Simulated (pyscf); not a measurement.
Cl–CH₂–Cl + difluorocarbene (F–C:–F) [singlet] -> F–CH(F)–CH(Cl)–Cl, an insertion (singlet surface; C–H broken, C–C, C–H formed). PySCF, gas phase, ωB97X-D3(BJ)/def2-SVP geometries. Energies in eV from the separated reactants.

Small-basis levels: PySCF, no dispersion term, spherical d functions. 

Q: Quick MP2/6-31G* single points give ΔE‡ = 1.52 eV and ΔE = -2.73 eV. What does ωB97M-D3(BJ)/def2-TZVP give, and how far is the quick result from it?

A: ωB97M-D3(BJ)/def2-TZVP gives ΔE‡ = 1.55 eV and ΔE = -2.41 eV. MP2/6-31G* lies 0.03 eV under it in the barrier and 0.32 eV under it in the reaction energy, so on this step it does not hold to within 0.13 eV. ωB97M-D3(BJ)/def2-TZVP has limits of its own. From the product side, F–CH(F)–CH•–Cl + Cl• lies, by one bond made or cut, 0.51 eV under this saddle at ωB97M-D3(BJ). One saddle was located; it need not be the lowest between these sides. A restricted solution here is unstable towards spin polarisation, so biradical character is likely and single-reference numbers are less safe.
